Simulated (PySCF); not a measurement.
# AlH (SMILES [AlH]) at CCSD(T)/aug-cc-pVDZ

What is the vertical singlet–triplet gap of AlH at CCSD(T)/aug-cc-pVDZ? 

Program for the calculation: PySCF 2.14.0.

5 further runs of the same task are left out: 5 set aside as unsound or not needed.

## Step 1: The system as given

AlH: 2 atoms, total charge 0, spin state singlet. As SMILES, `[AlH]`. Geometry: a GFN2-xTB relaxation, a rough one for these elements and not checked as a minimum.

Bond lengths: Al1–H2 1.613 Å.

## Step 2: A single-point energy at CCSD(T)/aug-cc-pVDZ

File input.py:

```python
from pyscf import gto, scf, cc

system = gto.M(
    atom='''
Al       0.000000       0.000000       0.000000
H        0.000000       0.000000       1.613470
''',
    spin=0,
    verbose=4,
    max_memory=1860,
    basis='aug-cc-pvdz',
)

mf = scf.RHF(system)
mf.conv_tol = 1e-10
mf.kernel()
if not mf.converged:
    mf = mf.newton().run(mf.mo_coeff, mf.mo_occ)

mycc = cc.CCSD(mf, frozen=5)
mycc.kernel()
e_t = mycc.ccsd_t()
e_final = mycc.e_tot + e_t
print(f'total energy: {e_final:.8f} hartree')
```

The run is started by

```
$ OMP_NUM_THREADS=1 python input.py
```

The program printed:

```text
PySCF version 2.14.0

[INPUT] num. atoms = 2
[INPUT] num. electrons = 14
[INPUT] charge = 0
[INPUT] spin (= nelec alpha-beta = 2S) = 0
[INPUT] symmetry False subgroup None
[INPUT] Mole.unit = angstrom
[INPUT] Symbol           X                Y                Z      unit          X                Y                Z       unit  Magmom
[INPUT]  1 Al     0.000000000000   0.000000000000   0.000000000000 AA    0.000000000000   0.000000000000   0.000000000000 Bohr   0.0
[INPUT]  2 H      0.000000000000   0.000000000000   1.613470000000 AA    0.000000000000   0.000000000000   3.049016410202 Bohr   0.0

nuclear repulsion = 4.26367006635388
number of shells = 13
number of NR pGTOs = 61
number of NR cGTOs = 36
basis = aug-cc-pvdz
ecp = {}

******** <class 'pyscf.scf.hf.RHF'> ********
method = RHF
initial guess = minao
damping factor = 0
level_shift factor = 0
DIIS = <class 'pyscf.scf.diis.CDIIS'>
diis_start_cycle = 1
diis_space = 8
diis_damp = 0
SCF conv_tol = 1e-10
SCF conv_tol_grad = None
SCF max_cycles = 50
direct_scf = True
direct_scf_tol = 1e-13
Set gradient conv threshold to 1e-05
Initial guess from minao.
init E= -242.236839853151
  HOMO = -0.170494210775886  LUMO = -0.00422268257638796  gap/eV = 4.52448
cycle= 1 E= -242.444466306224  delta_E= -0.208  |g|= 0.116  |ddm|= 0.897
  HOMO = -0.291026876111256  LUMO = 0.00917379459370973  gap/eV = 8.16888
cycle= 2 E= -242.453262668225  delta_E= -0.0088  |g|= 0.0267  |ddm|= 0.363
  HOMO = -0.286941120875202  LUMO = 0.0136407007401572  gap/eV = 8.17925
cycle= 3 E= -242.453913038486  delta_E= -0.00065  |g|= 0.00605  |ddm|= 0.139
  HOMO = -0.286861628862928  LUMO = 0.0136439632734299  gap/eV = 8.17717
cycle= 4 E= -242.453956064848  delta_E= -4.3e-05  |g|= 0.000915  |ddm|= 0.0396
  HOMO = -0.286910858249701  LUMO = 0.0135673519379817  gap/eV = 8.17643
cycle= 5 E= -242.453957447634  delta_E= -1.38e-06  |g|= 0.000195  |ddm|= 0.00434
  HOMO = -0.286908771239919  LUMO = 0.0135538102234419  gap/eV = 8.17600
cycle= 6 E= -242.453957523167  delta_E= -7.55e-08  |g|= 1.79e-05  |ddm|= 0.00125
  HOMO = -0.286907238830299  LUMO = 0.0135528940972329  gap/eV = 8.17594
cycle= 7 E= -242.453957523645  delta_E= -4.78e-10  |g|= 2.2e-06  |ddm|= 0.000177
  HOMO = -0.286907814166399  LUMO = 0.0135525559220029  gap/eV = 8.17594
cycle= 8 E= -242.453957523652  delta_E= -6.82e-12  |g|= 2.85e-07  |ddm|= 2.41e-05
  HOMO = -0.286907846500321  LUMO = 0.0135525254125381  gap/eV = 8.17594
Extra cycle  E= -242.453957523652  delta_E= -3.41e-13  |g|= 9.18e-08  |ddm|= 1.62e-06
converged SCF energy = -242.453957523652

******** <class 'pyscf.cc.ccsd.CCSD'> ********
CC2 = 0
CCSD nocc = 2, nmo = 31
frozen orbitals 5
max_cycle = 50
direct = 0
conv_tol = 1e-07
conv_tol_normt = 1e-05
diis_space = 6
diis_start_cycle = 0
diis_start_energy_diff = 1e+09
Init t2, MP2 energy = -242.507973720972  E_corr(MP2) -0.0540161973194768
Init E_corr(CCSD) = -0.0540161973194844
cycle = 1  E_corr(CCSD) = -0.0683386194176212  dE = -0.0143224221  norm(t1,t2) = 0.0512027
cycle = 2  E_corr(CCSD) = -0.0729496123007548  dE = -0.00461099288  norm(t1,t2) = 0.0237294
cycle = 3  E_corr(CCSD) = -0.0764518266335614  dE = -0.00350221433  norm(t1,t2) = 0.0125684
cycle = 4  E_corr(CCSD) = -0.0763186616665667  dE = 0.000133164967  norm(t1,t2) = 0.00234717
cycle = 5  E_corr(CCSD) = -0.07630780391201  dE = 1.08577546e-05  norm(t1,t2) = 0.000527082
cycle = 6  E_corr(CCSD) = -0.0763115067140591  dE = -3.70280205e-06  norm(t1,t2) = 0.00021055
cycle = 7  E_corr(CCSD) = -0.0763074060876498  dE = 4.10062641e-06  norm(t1,t2) = 6.96815e-05
cycle = 8  E_corr(CCSD) = -0.0763088617975794  dE = -1.45570993e-06  norm(t1,t2) = 2.10347e-05
cycle = 9  E_corr(CCSD) = -0.076308852586814  dE = 9.21076533e-09  norm(t1,t2) = 5.14581e-06
CCSD converged
E(CCSD) = -242.5302663762391  E_corr = -0.07630885258681402
CCSD(T) correction = -0.00110686814065093
total energy: -242.53137324 hartree
```

Run time: 0.91 s. Hardware: 1 thread of Arm Neoverse V1, shared host; peak memory 0.11 GiB.

## Step 3: The triplet, same level

File calc.py:

```python
from pyscf import gto, cc

mol = gto.M(
    atom='''
Al     0.000000     0.000000     0.000000
H      0.000000     0.000000     1.613470
''',
    verbose=3,
    basis='aug-cc-pvdz',
    spin=2,
    max_memory=1860,
)

mf = mol.UHF()
mf.conv_tol = 1e-10
mf.kernel()
if not mf.converged:
    mf = mf.newton().run(mf.mo_coeff, mf.mo_occ)

mycc = cc.CCSD(mf, frozen=5)
mycc.kernel()
e_t = mycc.ccsd_t()
energy = mycc.e_tot + e_t
print(f'total energy: {energy:.8f} hartree')
```

The run is started by

```
$ OMP_NUM_THREADS=1 python calc.py
```

The program printed:

```text
WARN: HOMO -0.00422268257638796 >= LUMO -0.170494210775886

converged SCF energy = -242.41155312003  <S^2> = 2.0079277  2S+1 = 3.0052805
E(UCCSD) = -242.4626422428211  E_corr = -0.05108912279071358
UCCSD(T) correction = -0.00112331407973804
total energy: -242.46376556 hartree
```

Wall time 1.5 s (1 thread of Arm Neoverse V1, shared host); peak memory 0.16 GiB.

## Step 4: Summary of results

Level: CCSD(T)/aug-cc-pVDZ, 5 core orbitals frozen.

| quantity | value |
| --- | --- |
| singlet: total energy | -242.53137 Eh |
| singlet: dipole moment (Hartree–Fock density) | 0.29 D |
| singlet: HOMO energy (Hartree–Fock orbitals) | -7.81 eV |
| singlet: LUMO energy (Hartree–Fock orbitals) | 0.37 eV |
| singlet: HOMO–LUMO gap (Hartree–Fock orbitals) | 8.18 eV |
| singlet: correlation energy (5 core orbitals frozen) | -77.4 mEh |
| singlet: (T) correction | -1.11 mEh |
| singlet: T1 diagnostic | 0.013 |
| triplet: total energy | -242.46377 Eh |
| triplet: dipole moment (Hartree–Fock density) | 0.65 D |
| triplet: HOMO energy (Hartree–Fock orbitals) (highest over α and β) | -6.47 eV |
| triplet: LUMO energy (Hartree–Fock orbitals) (lowest over α and β) | -0.16 eV |
| triplet: correlation energy (5 core orbitals frozen) | -52.2 mEh |
| triplet: (T) correction | -1.12 mEh |
| triplet: ⟨S²⟩ of the reference determinant | 2.008 |
| triplet: T1 diagnostic | 0.028 |
| vertical energy of the triplet above the singlet | 1.840 eV |

In words: At this shape the triplet lies 1.84 eV (178 kJ/mol) above the singlet. The triples (singlet) make up 1.4 % of the correlation energy. The triples (triplet) make up 2.2 % of the correlation energy.
